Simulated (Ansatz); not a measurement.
## What each rung costs, and what it gives

The pair of H$_{2}$O (SMILES O, atoms 1–3) and C$_{2}$H$_{4}$ (SMILES C=C, atoms 4–9), both closed shells, in one local arrangement (a lower one may exist), relaxed at PBE0-D4/def2-TZVP:

| atom | x (Å) | y (Å) | z (Å) |
| --- | --- | --- | --- |
| O1 | -0.3294 | -0.1159 | -2.2704 |
| H2 | 0.5257 | -0.3955 | -2.6035 |
| H3 | -0.2166 | -0.0593 | -1.3147 |
| C4 | -0.1800 | -0.5391 | 1.0887 |
| C5 | 0.1866 | 0.7291 | 0.9711 |
| H6 | -1.2234 | -0.8349 | 1.0685 |
| H7 | 0.5487 | -1.3327 | 1.2147 |
| H8 | 1.2301 | 1.0246 | 0.9960 |
| H9 | -0.5418 | 1.5237 | 0.8497 |

Interaction energies are counterpoise-corrected; the time is that of the whole pair.

Program: Ansatz 0.2.0. Basis: as named in each row. Cores are frozen in the correlated methods. B3LYP uses VWN-RPA correlation. Extrapolation: Hartree–Fock as exp(−7.88 √X), correlation as X^−2.97.

Times are rough, for one single point on 2 threads of a shared host (Arm Neoverse V2).

The estimate by CCSD(T) at an estimated basis limit (MP2 extrapolated from triple and quadruple zeta, plus CCSD(T) − MP2 in triple zeta) is -10.2 kJ/mol.

```json
{"method": "HF", "basis": "STO-3G", "time (s)": "under 1", "interaction energy (kJ/mol)": "4.8", "method less estimate": "15.0"}
{"method": "PBE-D4", "basis": "STO-3G", "time (s)": "under 1", "interaction energy (kJ/mol)": "-4.7", "method less estimate": "5.5"}
{"method": "SPW92", "basis": "def2-SVP", "time (s)": "under 1", "interaction energy (kJ/mol)": "-16.6", "method less estimate": "-6.4"}
{"method": "B3LYP-D4", "basis": "6-31G", "time (s)": "under 1", "interaction energy (kJ/mol)": "-12.4", "method less estimate": "-2.2"}
{"method": "PBE0-D4", "basis": "def2-SVP", "time (s)": "under 1", "interaction energy (kJ/mol)": "-10.2", "method less estimate": "0.0"}
{"method": "PBE-D4", "basis": "def2-SVP", "time (s)": "under 1", "interaction energy (kJ/mol)": "-10.9", "method less estimate": "-0.7"}
{"method": "CCSD(T)", "basis": "def2-SVP", "time (s)": "1", "interaction energy (kJ/mol)": "-2.8", "method less estimate": "7.4"}
{"method": "PBE-D4", "basis": "def2-TZVPPD", "time (s)": "1", "interaction energy (kJ/mol)": "-12.7", "method less estimate": "-2.5"}
{"method": "revPBE-D4", "basis": "def2-TZVPPD", "time (s)": "2", "interaction energy (kJ/mol)": "-10.4", "method less estimate": "-0.2"}
{"method": "BLYP-D4", "basis": "def2-TZVPPD", "time (s)": "2", "interaction energy (kJ/mol)": "-10.1", "method less estimate": "0.1"}
{"method": "PBE0-D4", "basis": "def2-TZVPPD", "time (s)": "2", "interaction energy (kJ/mol)": "-12.1", "method less estimate": "-1.9"}
{"method": "wB97M-V", "basis": "def2-SVP", "time (s)": "2", "interaction energy (kJ/mol)": "-8.3", "method less estimate": "1.9"}
{"method": "HSE06-D4", "basis": "def2-TZVPPD", "time (s)": "2", "interaction energy (kJ/mol)": "-12.1", "method less estimate": "-1.9"}
{"method": "B3LYP-D4", "basis": "def2-TZVPPD", "time (s)": "2", "interaction energy (kJ/mol)": "-10.8", "method less estimate": "-0.6"}
{"method": "r2SCAN-D4", "basis": "def2-TZVPPD", "time (s)": "3", "interaction energy (kJ/mol)": "-12.1", "method less estimate": "-1.9"}
{"method": "B2PLYP", "basis": "def2-TZVPPD", "time (s)": "4", "interaction energy (kJ/mol)": "-8.0", "method less estimate": "2.2"}
{"method": "wB97X-V", "basis": "def2-TZVPPD", "time (s)": "6", "interaction energy (kJ/mol)": "-10.8", "method less estimate": "-0.6"}
{"method": "wB97M-V", "basis": "def2-TZVPPD", "time (s)": "6", "interaction energy (kJ/mol)": "-10.7", "method less estimate": "-0.5"}
{"method": "B97M-V", "basis": "def2-TZVPPD", "time (s)": "7", "interaction energy (kJ/mol)": "-10.5", "method less estimate": "-0.3"}
{"method": "MP2", "basis": "def2-QZVPPD", "time (s)": "16", "interaction energy (kJ/mol)": "-10.6", "method less estimate": "-0.4"}
{"method": "CCSD(T)", "basis": "def2-TZVPPD", "time (s)": "53", "interaction energy (kJ/mol)": "-9.1", "method less estimate": "1.1"}
```

The T1 diagnostic stays at or below 0.011.
